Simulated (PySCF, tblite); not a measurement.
# C4H4F2: geometry, infrared bands, NMR shifts and spin-spin couplings

Wanted: the infrared bands, NMR shifts and spin-spin couplings of C4H4F2 (`C=C/C(F)=C\F`), by calculation.

Programs: tblite 0.8.0 and PySCF 2.14.0, with density-fitted response routines of our own. Each step states its level of theory. These are calculated values for one molecule in the gas phase, unless marked as measured. Atoms are numbered from 0 throughout.

## (1) The starting structure

10 atoms, charge 0, multiplicity 1; geometry from: force field or distance geometry start.

Bonds of the start (Å): C0–C1 1.32, C1–C2 1.47, C2–F3 1.38, C2–C4 1.32, C4–F5 1.36, C0–H6 1.10, C0–H7 1.10, C1–H8 1.09, C4–H9 1.07.

## (2) Optimising the geometry with GFN2-xTB

The job: settings as JSON, then the geometry in Å.

```
{"job": {"kind": "relax", "xc": "GFN2-xTB", "basis": "xTB"}, "charge": 0, "multiplicity": 1}
C     -1.753800     0.334900    -0.071900
C     -0.645300    -0.366400     0.097700
C      0.646700     0.308400    -0.091600
F      0.643500     1.639700    -0.463000
C      1.795100    -0.314300     0.067600
F      1.755800    -1.624700     0.415000
H     -2.722600    -0.160800     0.074200
H     -1.717200     1.399900    -0.355200
H     -0.718900    -1.408600     0.391200
H      2.725800     0.196500    -0.086400
```

On the command line:

```console
$ OMP_NUM_THREADS=1 python probes_run.py task.json out
```

This one command runs all jobs of the session in turn.

**Question.** This job is followed by: GFN2-xTB harmonic vibrations, gas phase; GIAO PBE0/pcSseg-1 NMR shielding, non-relativistic, gas phase; B3LYP/pcJ-1 indirect spin-spin coupling, non-relativistic, gas phase. What will the session give for the following? strongest single infrared mode (GFN2-xTB); zero-point energy (GFN2-xTB); ¹³C shifts against TMS (PBE0/pcSseg-1); ¹H shifts against TMS (PBE0/pcSseg-1); ¹⁹F shifts against CFCl3 (PBE0/pcSseg-1); surface potential, 1st and 99th percentile; largest coupling of the table (B3LYP/pcJ-1).

**Answer**, as computed:

```
                                   quantity                           value
  strongest single infrared mode (GFN2-xTB)           1124 cm⁻¹, 178 km/mol
               zero-point energy (GFN2-xTB)                   42.3 kcal/mol
     ¹³C shifts against TMS (PBE0/pcSseg-1)  162.9, 150.7, 129.9, 121.9 ppm
      ¹H shifts against TMS (PBE0/pcSseg-1)      7.49, 6.85, 5.91, 5.68 ppm
   ¹⁹F shifts against CFCl3 (PBE0/pcSseg-1)              -179.0, -183.7 ppm
      surface potential, 1st and 99th percentile              -0.60 V and 1.28 V
largest coupling of the table (B3LYP/pcJ-1)        ¹J(C,F) C4–F5, -330.7 Hz
```

Over 19 steps the energy fell by 0.215 eV; of the close pairs, C2–F3 changed most, 1.382 to 1.350 Å. All 24 modes are real, so the xTB geometry is a minimum. The strongest single mode, at 1124 cm⁻¹, is carried by C4, F5, H9. GFN2-xTB is a fitted tight-binding method: band positions and strengths are rough. Its intensities can rank the bands wrongly. At PBE0/pcSseg-1, counted by nearest atom on the grid, the HOMO lies on C4 28 %; C0, C2 about 19 % each, the LUMO on C0, C4 about 23 % each; C1 16 %. Of the pairs tabulated at B3LYP/pcJ-1, C4–F5 couples most strongly (-330.7 Hz; Fermi contact -323.4 Hz). Couplings across rotatable bonds belong to this one conformer; where others are populated, the observed values are averages. Density functionals describe couplings to fluorine poorly, F–F couplings above all, so those rows are rough.
